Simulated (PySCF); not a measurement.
C₃H₅N₃.
SMILES: `Nc1cn[nH]c1`

Torsions of this conformer, `[NH2:1][c:2]1[cH:3][n:4][nH:5][cH:6]1`: H–N1–C2–C3 156°, H–N1–C2–C3 29°.

The closed-shell ground state was solved at several levels (PySCF, density fitting, gas phase, non-relativistic). Geometry: PBE0-D3(BJ)/def2-SVP; no solvent, vibrations or thermal averaging.

```json
{"level": "PBE0/pcSseg-1", "basis functions": "127", "total energy (Eh)": "-281.2001", "HOMO (eV)": "-5.79", "LUMO (eV)": "0.73", "gap (eV)": "6.52", "dipole (D)": "2.79"}
{"level": "B3LYP/pcSseg-2", "basis functions": "286", "total energy (Eh)": "-281.6675", "HOMO (eV)": "-5.66", "LUMO (eV)": "0.16", "gap (eV)": "5.82", "dipole (D)": "2.73"}
{"level": "PBE0/def2-SVPD", "basis functions": "160", "total energy (Eh)": "-281.0512", "HOMO (eV)": "-5.89", "LUMO (eV)": "0.54", "gap (eV)": "6.43", "dipole (D)": "2.72"}
```

Task: Estimate the row for B3LYP/pcJ-1, a basis of 212 functions; the other rows only guide the guess.

Result: Total energy -281.5621 Eh, HOMO -5.54 eV, LUMO 0.52 eV, gap 6.06 eV, dipole 2.79 D.

Task: Over all these levels, which gives the widest orbital gap and which the narrowest?

Result: PBE0/pcSseg-1 (global hybrid, 25 % exact exchange) has the widest, 6.52 eV, and B3LYP/pcSseg-2 (global hybrid, 20 % exact exchange) the narrowest, 5.82 eV. Functional and basis both differ between the two, so the spread mixes both effects.

Task: How far do the dipole and the HOMO energy spread over the levels?

Result: The dipole runs from 2.72 to 2.79 D (mean 2.76 D) and the HOMO from -5.89 to -5.54 eV.
